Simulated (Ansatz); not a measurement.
# Al2O: the cost of one run

Program: Ansatz 0.2.0, Gaussian basis. Level of theory: def2-QZVPP, core rule «outside noble gas», up to 11 orbitals frozen. These are calculated values, not measurements.

The runs, in order: UHF; ROHF; CCSD(T) on UHF.

5 further runs of the same task are left out: 1 that didn't finish, 4 set aside as unsound or not needed.

### Step 1. The geometry

The geometry is a PBE0/def2-TZVP stationary point (not a proven minimum).

3 atoms, charge 0, spin multiplicity 3.

Atoms are counted from 1 here; the program's logs count them from 0.

Bond lengths: Al1–O2 1.699 Å, O2–Al3 1.699 Å. Angles: Al1–O2–Al3 180.0°.

### Step 2. UHF

Contents of in.yaml:

```yaml
crystal:
  periodic: [false, false, false]
  atoms:
    - {symbol: Al, position_ang: [0.000000, 0.000000, 1.699100]}
    - {symbol: O, position_ang: [0.000000, 0.000000, 0.000000]}
    - {symbol: Al, position_ang: [0.000000, 0.000000, -1.699100]}
basis:
  gaussian: {orbitals: "def2-QZVPP.json"}
magnetization: {spin_polarized: true, initial_magnetization: 2}
hamiltonian: {xc: hf}
output: {orbitals: {seedname: orbitals}}
```

Command:

```sh
$ ansatz run in.yaml --threads 1 --pin off --events-out ev --progress --plain --max-ram 2393MiB
```

Q: Estimate wall time and peak memory on 1 thread of Arm Neoverse V2, shared host.

About 33 s, with a peak of 0.56 GiB.
